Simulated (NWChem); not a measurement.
# phosphine (PH3); SMILES P

Problem. Give the equilibrium geometry at PBE0-D3(BJ)/def2-TZVP (NWChem) as an XYZ file, with the point group.

Solution. point group C3v; any orientation.
```
4

P      0.0000     0.0000     0.1336
H      0.4028    -1.1193    -0.6421
H     -1.1707     0.2109    -0.6421
H      0.7680     0.9085    -0.6421
```
